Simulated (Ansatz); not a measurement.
```yaml
crystal:
  periodic: [false, false, false]
  atoms:
    - {symbol: O, position_ang: [0.000000, 0.000000, 0.000000]}
    - {symbol: S, position_ang: [0.000000, 0.000000, 1.590300]}
basis:
  gaussian: {orbitals: def2-TZVP}
total_charge: 1
magnetization: {spin_polarized: true, initial_magnetization: 1}
hamiltonian: {xc: pbe0}
relax: {f_tol: 0.004, max_steps: 80}
```

```sh
$ ansatz run in.yaml --threads 1 --pin off --events-out ev --progress --plain --max-ram 2176MiB
```

Steps of the relaxation (energy above the last step; positions in Å, forces in eV/Å):

```
2
step 1, 856.1 meV
O     0.000    0.000    0.000    0.000    0.000    8.078
S     0.000    0.000    1.590    0.000    0.000   -8.078
```

```
2
step 2, 235.8 meV
O     0.000    0.000    0.045    0.000    0.000    5.133
S     0.000    0.000    1.545    0.000    0.000   -5.133
```

```
2
step 3, 122.5 meV
O     0.000    0.000    0.114    0.000    0.000   -4.897
S     0.000    0.000    1.476    0.000    0.000    4.897
```

```
2
step 5, 0.0 meV
O     0.000    0.000    0.088    0.000    0.000    0.000
S     0.000    0.000    1.503    0.000    0.000    0.000
```

Close pairs at the end: O1–S2 1.415 Å.

A stationary point of unrestricted PBE0 after 5 steps, with ⟨S²⟩ = 0.755 against 0.75 for a pure state. 7.5 s on 1 thread of Intel Xeon Platinum 8375C, shared host.
